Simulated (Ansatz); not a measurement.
A run on H4OSi2 with other settings.

```yaml
crystal:
  periodic: [false, false, false]
  atoms:
    - {symbol: O, position_ang: [-0.878991, -0.031078, 0.472831]}
    - {symbol: Si, position_ang: [-2.183016, 0.102050, -0.521867]}
    - {symbol: Si, position_ang: [0.772163, -0.075863, 0.462228]}
    - {symbol: H, position_ang: [1.269954, 0.036045, -0.933225]}
    - {symbol: H, position_ang: [-1.410879, 0.206120, -1.861207]}
    - {symbol: H, position_ang: [1.279510, 1.054919, 1.276713]}
    - {symbol: H, position_ang: [1.212460, -1.360194, 1.058927]}
basis:
  gaussian: {orbitals: "6-31++G**"}
total_charge: -1
magnetization: {spin_polarized: true, initial_magnetization: 1}
hamiltonian: {xc: {name: rPW86-PBE}, dispersion: d3bjatm}
output: {forces: true}
```

```sh
$ ansatz run in.yaml --threads 2 --pin off --events-out ev --progress --plain --max-ram 4352MiB
```

Shortened log:

```
Functional definition: rPW86-PBE
  name "rPW86-PBE"
  cite "Murray, Lee & Langreth, J. Chem. Theory Comput. 5, 2754 (2009) doi:10.1021/ct900365q"
  cite "Perdew, Burke & Ernzerhof, Phys. Rev. Lett. 77, 3865 (1996) doi:10.1103/PhysRevLett.77.3865"
  parent pbe
  exchange = rpw86_x
  correlation = pbe_c
868 factors; their error is unknown
mean field evaluation 1: about -17885.6581 eV, gradient 1.8e1 eV
mean field evaluation 2: about -17879.1363 eV, gradient 3.6e1 eV
mean field evaluation 4: about -17887.5470 eV, gradient 2.4e0 eV
mean field evaluation 8: about -17887.5775 eV, gradient 1.3e-1 eV
mean field evaluation 16: about -17887.5776 eV, gradient 4.9e-5 eV
mean field -17887.57763036 eV, -657.3563532803 hartree, gradient 2.3e-5 eV, S^2 0.753962; 5 other end points of the search recorded, 0 dependent functions left out
the calculation of the forces begins
reference -17887.57774857 eV, -657.3563576243 hartree; 21, 20 occupied and 68, 69 virtual orbitals, 868 factors
Total energy: -17887.71611153 eV, -657.3614423691 hartree
Atom 0 at    -0.878991    -0.031078     0.472831 Å, force     2.759431    -0.282005     2.089695 eV/Å
Atom 1 at    -2.183016     0.102050    -0.521867 Å, force    -3.025959     0.243726    -1.614942 eV/Å
Atom 2 at     0.772163    -0.075863     0.462228 Å, force    -1.047302     0.040816    -0.123475 eV/Å
Atom 3 at     1.269954     0.036045    -0.933225 Å, force     0.338457     0.010584    -0.220154 eV/Å
Atom 4 at    -1.410879     0.206120    -1.861207 Å, force     0.249151     0.039701    -0.496130 eV/Å
Atom 5 at     1.279510     1.054919     1.276713 Å, force     0.370302     0.212449     0.203699 eV/Å
Atom 6 at     1.212460    -1.360194     1.058927 Å, force     0.355921    -0.265272     0.161307 eV/Å
Dipole moment:     1.442835    -0.091215     0.510757 e Å
```

It took 11 s on 2 threads of an Arm Neoverse V1 on a shared host, with 0.28 GiB of host memory at the peak.
